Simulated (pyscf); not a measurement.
Thermochemistry of product channels of `[SiH3][SiH3]` + `[ClH]` on the singlet surface, in kcal/mol, from ωB97M-D3(BJ)/def2-TZVP energies (ideal gas, 1 atm, RRHO with modes under 100 cm⁻¹ raised to 100, one conformer, R ln 2 for rigid chiral ones). Single points on ωB97X-D3(BJ)/def2-SVP structures (PySCF, gas phase).

| products | ΔE | ΔH(298 K) | ΔG(298 K) | ΔG(600 K) |
|---|---|---|---|---|
| `[SiH3][Cl]` + `[SiH4]` | ? | -22.7 | -22.4 | -21.6 |
| `[SiH3][SiH2][Cl]` + `[H][H]` | -16.6 | -17.6 | -17.0 | ? |

Task: Fill in the missing entries.

Result: 
- `[SiH3][Cl]` + `[SiH4]`, ΔE: -23.2
- `[SiH3][SiH2][Cl]` + `[H][H]`, ΔG(600 K): -16.7

These are energies of the channels, which say nothing of barriers.
